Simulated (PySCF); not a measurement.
Gas-phase reaction: 3 SiHF + SiF₄ = SiH₃F + 3 SiF₂

Method: PySCF energies plus ideal-gas RRHO corrections (1 bar). † marks an energy on the PBE0/def2-TZVP geometry and frequencies. MP2 and CCSD(T) freeze the core. All species are closed-shell singlets. SiHF: computed as isolated molecules; such fragments, hydroxides, amides, oligomers or adducts are transient or little studied in the gas. MP2 isn't extrapolated to the basis-set limit. CCSD(T) isn't extrapolated to the basis-set limit.

HF/def2-TZVP† gives ΔH°(298 K) = -142 kJ.

### Question
What do ωB97M-V/def2-TZVP†, MP2/def2-TZVPP†, CCSD(T)/def2-TZVPP† give?

### Answer
ωB97M-V/def2-TZVP†: -190 kJ; MP2/def2-TZVPP†: -180 kJ; CCSD(T)/def2-TZVPP†: -166 kJ. For scale, ΔH°(298 K) is -142 kJ at this level, -190 kJ at ωB97M-V/def2-TZVP†, and runs from -202 to -142 kJ over the 20 levels computed.
